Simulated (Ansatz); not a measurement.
Ansatz (a program for electronic structure) input (CCSD(T)/def2-QZVPPD):
A basis named .json is the Basis Set Exchange file of that set.

Ansatz 0.2 input:
```yaml
crystal:
  periodic: [false, false, false]
  atoms:
    - {symbol: C, position_ang: [0.66635149, -0.08229039, 0.02948477]}
    - {symbol: C, position_ang: [-0.57464739, 0.07096549, -0.02542704]}
    - {symbol: H, position_ang: [1.73846136, -0.21468951, 0.07692356]}
    - {symbol: H, position_ang: [-1.02215701, 1.01799782, -0.36525859]}
    - {symbol: H, position_ang: [-1.26652897, -0.73535889, 0.26398866]}
basis:
  gaussian:
    orbitals: def2-QZVPPD.json
total_charge: 1
magnetization: {spin_polarized: false}
correlation: {method: ccsd_t, electrons: outside_noble_gas}
```

Output:

```
Functional definition: HF
integrals: 1.17 GiB planned
1296 factors; integrals over basis functions are off by at most 1.2e-3 eV
mean field: 0.69 GiB planned
mean field evaluation 1: about -2095.2764 eV, gradient 3.6e1 eV
mean field evaluation 2: about -2095.2770 eV, gradient 3.6e1 eV
mean field evaluation 4: about -2098.4773 eV, gradient 3.5e0 eV
mean field evaluation 8: about -2098.5695 eV, gradient 6.3e-1 eV
mean field evaluation 16: about -2098.4767 eV, gradient 3.5e0 eV
mean field -2098.57418323 eV, -77.1211787689 hartree, gradient 1.6e-6 eV, S^2 0.000000; 0 other end points of the search recorded, 0 dependent functions left out
2 core orbitals not correlated
reference -2098.57418323 eV, -77.1211787689 hartree; 5, 5 occupied and 218, 218 virtual orbitals, 1296 factors
second order -8.06805688 eV of doubles, -0.00000000 eV of singles
coupled cluster: 1.79 GiB planned
cycle   1  -8.35892534 eV  change   -2.9e-1 eV  update   7.9e-2
cycle   2  -8.63829402 eV  change   -2.8e-1 eV  update   2.7e-2
cycle   3  -8.71497457 eV  change   -7.7e-2 eV  update   1.9e-2
cycle   4  -8.70774051 eV  change    7.2e-3 eV  update   6.4e-3
cycle   5  -8.70645970 eV  change    1.3e-3 eV  update   2.6e-3
cycle   6  -8.70659487 eV  change   -1.4e-4 eV  update   8.1e-4
cycle   7  -8.70623999 eV  change    3.5e-4 eV  update   2.1e-4
cycle   8  -8.70630146 eV  change   -6.1e-5 eV  update   6.5e-5
cycle   9  -8.70629807 eV  change    3.4e-6 eV  update   1.5e-5
cycle  10  -8.70628985 eV  change    8.2e-6 eV  update   4.1e-6
perturbative correction -0.39250936 eV, -0.0144244530 hartree
Total energy: -2107.67298244 eV, -77.4555534727 hartree
```
